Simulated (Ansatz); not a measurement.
**H3O+ (singlet): wave-function methods side by side at a displaced geometry (v1), 6-31G**

How much of the correlation energy of H3O+ (singlet) does each wave-function method recover here?

Method: 6-31G, core rule «outside noble gas», up to 1 orbitals frozen; program: Ansatz 0.2.0, Gaussian basis.

Plan: UHF; CCSD(T) on RHF; BCCD(T) on RHF; CISD; CCSDT(Q) on RHF; CISDTQ; CCSDTQ on RHF; CASSCF and MRCISD+Q, 8 electrons in 7 orbitals; CASSCF and NEVPT4(SD), 8 electrons in 7 orbitals; CASSCF and NEVPT2, 8 electrons in 7 orbitals; Full CI.

13 further runs of the same task are left out: 1 for a mislabelled method, 2 that didn't finish, 10 set aside as unsound or not needed.

### 1 The system

The geometry is a PBE0/def2-TZVP stationary point (not a proven minimum) with its atoms shifted at random (size 0.040 Å).

4 atoms, charge 1, spin multiplicity 1.

Atoms are counted from 1 here; the program's logs count them from 0.

Bond lengths: O1–H2 0.974 Å, O1–H3 0.980 Å, O1–H4 1.016 Å. Angles: H2–O1–H3 112.1°, H2–O1–H4 115.2°, H3–O1–H4 116.4°.

### 2 UHF

Input file in.yaml:

```yaml
crystal:
  periodic: [false, false, false]
  atoms:
    - {symbol: O, position_ang: [0.000652, -0.000495, -0.037213]}
    - {symbol: H, position_ang: [0.940693, -0.002365, 0.218862]}
    - {symbol: H, position_ang: [-0.435919, 0.852197, 0.168943]}
    - {symbol: H, position_ang: [-0.515125, -0.841973, 0.202894]}
basis:
  gaussian: {orbitals: 6-31G}
total_charge: 1
magnetization: {spin_polarized: true, initial_magnetization: 0}
hamiltonian: {xc: hf}
output: {orbitals: {seedname: orbitals}}
```

Run with:

```sh
> ansatz run in.yaml --threads 1 --pin off --events-out ev --progress --plain --max-ram 2176MiB
```

Further steps of the session: CCSD(T) on RHF; BCCD(T) on RHF; CISD; CCSDT(Q) on RHF; CISDTQ; CCSDTQ on RHF; CASSCF and MRCISD+Q, 8 electrons in 7 orbitals; CASSCF and NEVPT4(SD), 8 electrons in 7 orbitals; CASSCF and NEVPT2, 8 electrons in 7 orbitals; Full CI.

Before running them: what should the planned runs give, taken together? Wanted: FCI below the RHF energy; RMP2 from FCI; RCCSD from FCI; RCCSD(T) from FCI; RCCSDT(Q) from FCI; NEVPT2 valence from FCI; NEVPT4(SD) valence from FCI; MRCISD+Q valence from FCI; T1 diagnostic.

**Answer**, as computed:

```
                         quantity                                                                                                               value
         FCI below the RHF energy                                                                                                          -3.7970 eV
                    RMP2 from FCI                                                                                                          +255.5 meV
                   RCCSD from FCI                                                                                                           +42.9 meV
                RCCSD(T) from FCI                                                                                                           +14.0 meV
               RCCSDT(Q) from FCI                                                                                                            -0.4 meV
          NEVPT2 valence from FCI                                                                                                          +246.3 meV
      NEVPT4(SD) valence from FCI                                                                                                           +29.8 meV
        MRCISD+Q valence from FCI                                                                                                            +7.1 meV
levels within 1 kcal/mol (43 meV)  RCCSD, RCCSD(T), BCCD(T), RCCSDT, CISDTQ, RCCSDT(Q), RCCSDTQ, NEVPT4(SD) valence, MRCISD valence, MRCISD+Q valence
                    T1 diagnostic                                                                                                               0.008
   effectively unpaired electrons                                                                                                                0.02
```

What this shows: RCCSD(T) misses by +14.0 meV, 0.4 % of the correlation energy. One determinant dominates. Of the multireference levels listed MRCISD+Q valence comes nearest in total energy (+7.1 meV), which doesn't show that its space is the better one. These misses are within one basis, not against nature.
